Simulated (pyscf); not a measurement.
A first-order saddle from PySCF, ωB97X-D3(BJ)/def2-SVP:

```xyz
9

C     -0.2961     1.0253    -0.4760
C     -0.5672    -0.0684     0.3296
C     -0.9041    -1.1587     0.9422
H     -1.1503     1.6736    -0.7099
H      0.4396     0.8633    -1.2743
H     -0.6375    -1.3591     1.9808
H     -1.4824    -1.8925     0.3630
Br     0.8699     1.3769     2.3156
H      0.3031     1.5519     0.4563
```
Charge 0, spin multiplicity 1.

Surface: singlet, charge 0. Lowest wavenumbers (cm⁻¹): 1375i, 182, 214, 272, 345.

Which two sides does it connect, and which bonds change?

H₂C=C=CH₂ (SMILES C=C=C) + HBr (SMILES Br) <-> H₂C=C(CH₃)–Br (SMILES C=C(C)Br), an addition across a multiple bond or ene-type step read from left to right: Br–H broken and C–H, Br–C formed. At CCSD(T)/def2-TZVPP + ΔMP2(QZVPP) it lies +151.3 kJ/mol from the left side and +289.8 kJ/mol from the right (each side as separated species at their lowest minima found). On the product side the descent ends in a point that may be a rotor saddle (no frequency run), 10.4 kJ/mol over the lowest minimum found and 278.8 kJ/mol under the saddle at ωB97X-D3(BJ)/def2-TZVP. At ωB97X-D3(BJ)/def2-TZVP the barrier from the zero used here is 137.1 kJ/mol. The same reactants have a lower exit, to HC≡C–CH₃ + HBr (barrier +118.5 kJ/mol at ωB97M-D3(BJ)/def2-TZVP, against +139.6 kJ/mol here). One saddle was located; it need not be the lowest between these sides. The CCSD(T) − MP2 part came from Ansatz, without density fitting, on the same reference. The frozen core leaves the outer d or s,p core shells of the metals and heavy elements correlated in the MP2 and CC values, and def2-TZVPP describes them poorly, which can shift differences by a few kcal/mol. Elements up to Kr have no core potential and no relativistic terms here.
